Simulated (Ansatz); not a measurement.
# CH2F (SMILES [CH2]F) at 6 levels

Wanted: a comparison of 6 runs (U-wB97M-V/STO-3G, UB3LYP/STO-3G, UBLYP/STO-3G, UMP2/STO-3G, UCCSDTQ/STO-3G, UCCSD(T)/STO-3G) of CH2F. 

The results are computed with Ansatz 0.2.0.

47 further runs of the same task are left out: 47 set aside as unsound or not needed.

## (1) Starting point

CH2F: 4 atoms, total charge 0, spin state doublet. SMILES: `[CH2]F`. The H4–C1 distance was set to 2.164 Å, away from the relaxed value. At this shape a bond of the SMILES string is far longer than usual.

Bond lengths: C1–F2 1.331 Å, C1–H3 1.082 Å. Angles: F2–C1–H3 115.1°.

## (2) A single-point energy at U-wB97M-V/STO-3G (run 1)

Contents of input.yaml:

```yaml
basis:
  gaussian:
    orbitals: STO-3G
crystal:
  periodic: [false, false, false]
  atoms:
    - {symbol: C, position_ang: [-0.087200, 0.993495, -0.381199]}
    - {symbol: F, position_ang: [0.892900, 1.745095, 0.114501]}
    - {symbol: H, position_ang: [-1.004000, 1.523395, -0.602599]}
    - {symbol: H, position_ang: [0.027000, -1.108700, 0.119000]}
magnetization:
  spin_polarized: true
  initial_magnetization: 1
hamiltonian:
  xc: {name: wB97M-V}
accuracy: high
```

On the command line:

```
ansatz run input.yaml --threads 1 --pin off --max-ram 2610MiB --events-out events.jsonl --progress --plain --runs-dir runs
```

The log of the run:

```text
Warning: RAYON_NUM_THREADS=1 ignored (pool sized by the plan → 1); use --threads N
Functional definition: wB97M-V
  name "wB97M-V"
  parameter omega = 0.3/bohr
  parameter cx = 0.15
  parameter cx01 = 1.007
  parameter cx10 = 0.259
  parameter css00 = 0.443
  parameter css04 = -1.437
  parameter css10 = -4.535
  parameter css20 = -3.390
  parameter css43 = 4.278
  parameter cos00 = 1.000
  parameter cos10 = 1.358
  parameter cos20 = 2.924
  parameter cos21 = -8.812
  parameter cos60 = -1.390
  parameter cos61 = 9.142
  parameter b = 6.0
  parameter c = 0.01
  gx(w, u) = 1 - cx + cx01*u + cx10*w
  gss(w, u) = css00 + css04*u^4 + css10*w + css20*w^2 + css43*w^4*u^3
  gos(w, u) = cos00 + cos10*w + (cos20 + cos21*u)*w^2 + (cos60 + cos61*u)*w^6
  exchange = spin_sum(e_x_unif_sr(omega)*gx(b97_w, b97_u_x)) + cx*exact_x_sr(omega) + exact_x_lr(omega)
  correlation = spin_sum(e_c_pw_mod_same_spin*gss(b97_w, b97_u_same))
      + integral(e_c_pw_mod_opposite_spin*gos(b97_w_opposite, b97_u_opposite)) + vv10(b, c)
186 factors; integrals over basis functions are off by at most 1.3e-8 eV
104 factors; integrals over basis functions are off by at most 5.4e-10 eV
mean field evaluation 1: about -3722.1187 eV, gradient 1.5e1 eV
mean field evaluation 2: about -3721.0235 eV, gradient 1.9e1 eV
mean field evaluation 4: about -3725.8538 eV, gradient 1.6e0 eV
mean field evaluation 8: about -3726.2153 eV, gradient 2.5e-1 eV
mean field evaluation 16: about -3726.2015 eV, gradient 2.5e-3 eV
mean field evaluation 32: about -3725.2375 eV, gradient 3.5e0 eV
mean field -3726.20148362 eV, -136.9353788130 hartree, gradient 9.8e-8 eV, S^2 1.066349; 3 other end points of the search recorded, 0 dependent functions left out
reference -3726.20148549 eV, -136.9353788816 hartree; 9, 8 occupied and 3, 4 virtual orbitals, 186 factors
Total energy: -3726.20148549 eV, -136.9353788816 hartree
```

Run time: 17 s. Hardware: 1 thread of Arm Neoverse V2, shared host; peak memory 0.35 GiB.

## (3) The energy at UB3LYP/STO-3G (run 2)

Contents of input.yaml:

```yaml
crystal:
  periodic: [false, false, false]
  atoms:
    - {symbol: C, position_ang: [-0.087200, 0.993495, -0.381199]}
    - {symbol: F, position_ang: [0.892900, 1.745095, 0.114501]}
    - {symbol: H, position_ang: [-1.004000, 1.523395, -0.602599]}
    - {symbol: H, position_ang: [0.027000, -1.108700, 0.119000]}
basis:
  gaussian: {orbitals: STO-3G}
magnetization: {spin_polarized: true, initial_magnetization: 1}
hamiltonian: {xc: {name: B3LYP}}
accuracy: high
```

On the command line:

```
ansatz run input.yaml --threads 1 --pin off --max-ram 2610MiB --events-out events.jsonl --progress --plain --runs-dir runs
```

The log of the run:

```text
Warning: RAYON_NUM_THREADS=1 ignored (pool sized by the plan → 1); use --threads N
Functional definition: B3LYP
  name "B3LYP"
  parameter a0 = 0.2
  parameter ax = 0.72
  parameter ac = 0.81
  exchange = (1 - a0 - ax)*slater_x + ax*b88_x + a0*exact_x
  correlation = (1 - ac)*vwn_rpa_c + ac*lyp_c
186 factors; integrals over basis functions are off by at most 1.3e-8 eV
mean field evaluation 1: about -3722.2888 eV, gradient 1.5e1 eV
mean field evaluation 2: about -3716.1799 eV, gradient 1.7e1 eV
mean field evaluation 4: about -3725.6421 eV, gradient 7.2e0 eV
mean field evaluation 8: about -3725.7219 eV, gradient 7.1e0 eV
mean field evaluation 16: about -3726.5987 eV, gradient 1.6e-4 eV
mean field evaluation 32: about -3726.5541 eV, gradient 1.8e-5 eV
mean field -3726.59870127 eV, -136.9499762922 hartree, gradient 2.0e-8 eV, S^2 1.100705; 4 other end points of the search recorded, 0 dependent functions left out
reference -3726.59872265 eV, -136.9499770782 hartree; 9, 8 occupied and 3, 4 virtual orbitals, 186 factors
Total energy: -3726.59872265 eV, -136.9499770782 hartree
```

It took 2 s on 1 thread of Arm Neoverse V2, shared host; peak memory 0.1 GiB.

## (4) A single-point energy at UBLYP/STO-3G (run 3)

Contents of molecule.yaml:

```yaml
crystal:
  periodic: [false, false, false]
  atoms:
    - symbol: C
      position_ang: [-0.087200, 0.993495, -0.381199]
    - symbol: F
      position_ang: [0.892900, 1.745095, 0.114501]
    - symbol: H
      position_ang: [-1.004000, 1.523395, -0.602599]
    - symbol: H
      position_ang: [0.027000, -1.108700, 0.119000]
basis:
  gaussian:
    orbitals: STO-3G
magnetization:
  spin_polarized: true
  initial_magnetization: 1
hamiltonian:
  xc: {name: BLYP}
accuracy: high
```

On the command line:

```
ansatz run molecule.yaml --threads 1 --pin off --max-ram 2610MiB --events-out events.jsonl --progress --plain --runs-dir runs
```

The log of the run:

```text
Warning: RAYON_NUM_THREADS=1 ignored (pool sized by the plan → 1); use --threads N
Functional definition: BLYP
  name "BLYP"
  parameter beta = 0.0042
  parameter a = 0.04918
  parameter b = 0.132
  parameter c = 0.2533
  parameter d = 0.349
  exchange = b88_x(beta = beta)
  correlation = lyp_c(a = a, b = b, c = c, d = d)
186 factors; integrals over basis functions are off by at most 1.3e-8 eV
mean field evaluation 1: about -3718.8643 eV, gradient 2.4e1 eV
mean field evaluation 2: about -3710.5505 eV, gradient 2.4e1 eV
mean field evaluation 4: about -3724.7514 eV, gradient 9.4e0 eV
mean field evaluation 8: about -3725.4344 eV, gradient 3.6e0 eV
mean field evaluation 16: about -3725.5840 eV, gradient 5.4e-2 eV
mean field evaluation 32: about -3725.5187 eV, gradient 1.3e-4 eV
mean field -3725.58336387 eV, -136.9126633311 hartree, gradient 1.2e-8 eV, S^2 0.923752; 3 other end points of the search recorded, 0 dependent functions left out
reference -3725.58339304 eV, -136.9126644031 hartree; 9, 8 occupied and 3, 4 virtual orbitals, 186 factors
Total energy: -3725.58339304 eV, -136.9126644031 hartree
```

It took 1.9 s on 1 thread of Arm Neoverse V2, shared host; peak memory 0.1 GiB.

Runs 4 to 5 aren't shown in full; the table further down has their settings and results.

## (5) The energy at UCCSD(T)/STO-3G (run 6)

Contents of in.yaml:

```yaml
basis:
  gaussian:
    orbitals: STO-3G
crystal:
  periodic: [false, false, false]
  atoms:
    - {symbol: C, position_ang: [-0.087200, 0.993495, -0.381199]}
    - {symbol: F, position_ang: [0.892900, 1.745095, 0.114501]}
    - {symbol: H, position_ang: [-1.004000, 1.523395, -0.602599]}
    - {symbol: H, position_ang: [0.027000, -1.108700, 0.119000]}
magnetization:
  spin_polarized: true
  initial_magnetization: 1
correlation:
  method: ccsd_t
  frozen_orbitals: {C: 1, F: 1, H: 0}
accuracy: high
scf:
  omitted_lower_state_checks: [cluster_reference, increment]
```

On the command line:

```
ansatz run in.yaml --threads 1 --pin off --max-ram 2610MiB --events-out events.jsonl --progress --plain --runs-dir runs
```

The log of the run:

```text
Warning: RAYON_NUM_THREADS=1 ignored (pool sized by the plan → 1); use --threads N
[... 14 lines left out ...]
2 core orbitals not correlated: weight in the atoms' cores, before any rotation towards them, 1.000 or more for the frozen orbitals, at most 0.000 for the correlated occupied ones
[... 55 lines left out ...]
Total energy: -3712.99856988 eV, -136.4501806824 hartree
Checks for a lower state left out: cluster_reference, increment
```

It took 0.18 s on 1 thread of Arm Neoverse V2, shared host.

## (6) Overview of the runs

| run | level | frozen core orbitals | energy (Eh) | ⟨S²⟩ | wall time |
| --- | --- | --- | --- | --- | --- |
| 1 | U-wB97M-V/STO-3G | – | -136.935379 | 1.066 | 17 s |
| 2 | UB3LYP/STO-3G | – | -136.949977 | 1.101 | 2 s |
| 3 | UBLYP/STO-3G | – | -136.912664 | 0.924 | 1.9 s |
| 4 | UMP2/STO-3G | 2 | -136.418610 | 1.642 | 0.1 s |
| 5 | UCCSDTQ/STO-3G | 2 | -136.453738 | 1.642 | 25 s |
| 6 | UCCSD(T)/STO-3G | 2 | -136.450181 | 1.642 | 0.18 s |

## (7) Results

| quantity | value |
| --- | --- |
| run 6: total energy | -136.45018 Eh |
| run 6: correlation energy (2 core orbitals frozen) | -76.3 mEh |
| run 6: (T) correction | -3.91 mEh |
| run 6: ⟨S²⟩ of the reference determinant | 1.642 |
| run 6: T1 diagnostic | 0.046 |

What this shows: Totals of different functionals can't be ranked against each other. In runs 1, 2, 3, 4, 5, 6 the basis is minimal, so the values are rough. Spin contamination of the reference: run 4 ⟨S²⟩ = 1.64, run 5 ⟨S²⟩ = 1.64, run 6 ⟨S²⟩ = 1.64, run 2 ⟨S²⟩ = 1.10, run 1 ⟨S²⟩ = 1.07, run 3 ⟨S²⟩ = 0.92. Where it is this large, the reference is a mixture of spin states, and values that rest on it are in doubt. All runs together took 46 s, the longest 25 s.
